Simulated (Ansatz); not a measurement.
# Tetragonal perovskite BaTiO3 (room-temperature form, which distorts further on cooling)

These are PBE (Ansatz, a quantum-chemistry and plane-wave program, plane waves, PAW) values and carry that method's errors.

Run with plane-wave cutoff 500 eV, 8×8×8 k mesh, gaussian smearing 0.02 eV, no spin polarisation, scalar-relativistic PAW data made under PBE.

Cell: relaxed at this level.

- volume per atom = 13.35 Å³/atom
- equilibrium lattice constant a = 3.985 Å
- c axis length = 4.201 Å
- band gap = 1.84 eV (on the SCF k mesh)

Measured, for comparison: lattice constant a 3.994 Å, lattice parameter c 4.034 Å (300 K, not corrected to a static lattice; as tabulated in Wikipedia's data pages). Computed (rounded) less measured: lattice constant a -0.2 %, lattice parameter c +4.1 %.

Note: the relaxation could not lower the start's symmetry, so the cell can be a saddle point above a distorted one.

Spin–orbit coupling is not included.

It cost about 3 core-minutes (a rough figure) of CPU time.
